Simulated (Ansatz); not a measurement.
# H₂SO (SMILES OS): a relaxation

Where does the structure go when it is relaxed from here with these settings?

Method: r2SCAN-D4/def2-mTZVP; program: Ansatz 0.2.0, Gaussian basis.

### 1 The system as given

The start, displaced at random: SMILES `OS`, 4 atoms, charge 0, spin multiplicity 1.

Atoms are counted from 1 here; the program's logs count them from 0.

Bond lengths: O1–S2 1.631 Å, O1–H3 1.114 Å, S2–H4 1.427 Å. Angles: S2–O1–H3 96.9°, O1–S2–H4 98.5°.

As a file:

```xyz
4
charge 0, multiplicity 1
O     0.0501   -0.8953   -0.2223
S    -0.0707    0.6858   -0.6062
H    -0.8156   -0.9301    0.4773
H     0.8937    1.2007    0.3107
```

### 2 The relaxation

run/in.yaml reads:

```yaml
crystal:
  periodic: [false, false, false]
  atoms:
    - {symbol: O, position_ang: [0.050132, -0.895253, -0.222348]}
    - {symbol: S, position_ang: [-0.070735, 0.685824, -0.606179]}
    - {symbol: H, position_ang: [-0.815626, -0.930093, 0.477326]}
    - {symbol: H, position_ang: [0.893655, 1.200698, 0.310669]}
basis:
  gaussian: {orbitals: def2-mTZVP}
hamiltonian: {xc: r2scan, dispersion: d4}
relax: {f_tol: 0.2, max_steps: 30, max_displacement: 0.5}
```

Launch:

```bash
> ansatz run in.yaml --threads 2 --pin off --events-out ev --progress --plain --max-ram 3481MiB
```

What does the calculation give? Wanted: energy change; last largest force; RMSD from the start.

As calculated:

```
           quantity           value
              steps               5
      energy change  -13.1 kcal/mol
 last largest force     0.0343 eV/Å
RMSD from the start         0.074 Å
```

In words: It converged in 5 steps at a force tolerance of 0.2 eV/Å. So loose a tolerance leaves the structure only roughly relaxed.
